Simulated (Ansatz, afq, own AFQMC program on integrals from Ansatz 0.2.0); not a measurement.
AFQMC on a folder of integrals that Ansatz 0.2.0 wrote.

```yaml
crystal:
  periodic: [false, false, false]
  atoms:
    - {symbol: Si, position_ang: [0.000000, 0.000000, 1.738419]}
    - {symbol: Ga, position_ang: [0.000000, 0.000000, -0.661784]}
    - {symbol: H, position_ang: [0.000000, -1.413153, -1.330835]}
    - {symbol: H, position_ang: [0.000000, 1.413153, -1.330835]}
basis:
  gaussian: {orbitals: cc-pVDZ}
magnetization: {spin_polarized: true, initial_magnetization: 3}
correlation: {method: ccsd_t, electrons: outside_noble_gas, hamiltonian_folder: ham}
```

```sh
$ ansatz run in.yaml --threads 1 --pin off --events-out ev --progress --plain --max-ram 1843MiB
```

afq runs on the folder ham with

```
--method phaseless --trial hf --walkers 120 --populations 1 --least-time 40 --time-step 0.005 --steps-per-block 20 --equilibration-blocks 112 --max-blocks 600 --target-error 0.00108 --factor-cut 1e-05 --start spin_pure --seed 7464 --taylor-order 6
```

Times are imaginary, in 1/Eh. The walk had a cap of 1002 s. Filled inner d shells are frozen with the cores.

Log:

```
orbitals 36  electrons 6 3  factors 288 of 593
reference energy -2213.22394648 Eh
CCSD correlation -0.14833033 Eh in 11 cycles, weight of the determinant in the CISD state 0.8787
energy of the start -2213.223996 Eh
 block  time / (1/Eh)  mean weight  energy / Eh
     1     0.100  1.0009  -2213.246166
     2     0.200  1.0013  -2213.264921
     3     0.300  1.0026  -2213.278855
     4     0.400  0.9999  -2213.288136
     5     0.500  1.0006  -2213.298116
    10     1.000  0.9998  -2213.332913
    86     8.600  1.0002  -2213.376775
   171    17.100  1.0004  -2213.373903
   256    25.600  1.0000  -2213.379016
   341    34.100  1.0000  -2213.367753
   426    42.600  1.0003  -2213.388875
   443    44.300  0.9991  -2213.354662
   511    51.100  1.0002  -2213.380089
   596    59.600  1.0002  -2213.382614
   681    68.100  1.0006  -2213.382878
   698    69.800  1.0004  -2213.398010
blocks merged  error / Eh  count
     1  0.000385  600
     2  0.000526  300
     4  0.000707  150
     8  0.000920  75
    16  0.001180  37
    32  0.001401  18
    64  0.000953  9
energy -2213.379057 +/- 0.001401 Eh
(rows thinned)
```

The run passed its tests (sampling time, drift between the halves within three errors, error under three times the target), which doesn't prove that it has relaxed.

Against this walk (error 38.1 meV) on the same determinant: CCSD(T) 70.9 meV higher (within the noise), CCSDT(Q) 31.5 meV higher (within the noise), a separate phaseless walk with a CISD trial and standard settings 20.9 ± 38.7 meV higher (within the noise). The error is statistical and leaves out the bias of the constraint.

Cautions: constraint bias not in the error; error above the target (38.1 against 29.4 meV); no relativity below Rb; no spin-orbit coupling; inner d shell frozen; lower spins were not checked.

The walk took 4.3 min on 1 thread of Arm Neoverse V1, on a shared host. The log's last line is the phaseless energy.

CCSDT and higher add their correlation energy to the determinant of the CCSD(T) run, since their own runs factorise the integrals more tightly (a shift of under 2 meV). A walk keeps the symmetry of its determinant, which the program's search chose and which needn't be the lowest solution, so a lower state of the same spin and another symmetry isn't excluded.
